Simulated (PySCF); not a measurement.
## Ionisation energy of P by level of theory

P [Ne] 3s2 3p3 (4S) → P⁺ [Ne] 3s2 3p2 (3P), as a difference of total energies. Calculation: PySCF 2.14, in pcseg-2 (5s4p2d1f, 34 functions); no relativity, point nucleus. Correlated levels: valence: [Ne] frozen. The calculations carry no spin-orbit coupling.

Question: Order these methods by the ionisation energy they give, lowest first.
A. CCSD (valence)
B. MN15
C. UHF
D. MP2 (valence)

Answer: C (9.927 eV), A (10.292 eV), D (10.364 eV), B (10.480 eV).

Errors of the correlated levels include the incompleteness of this basis and the frozen core.

For comparison: 10.526 eV (measured; NIST levels, between the centres of gravity of the two terms).
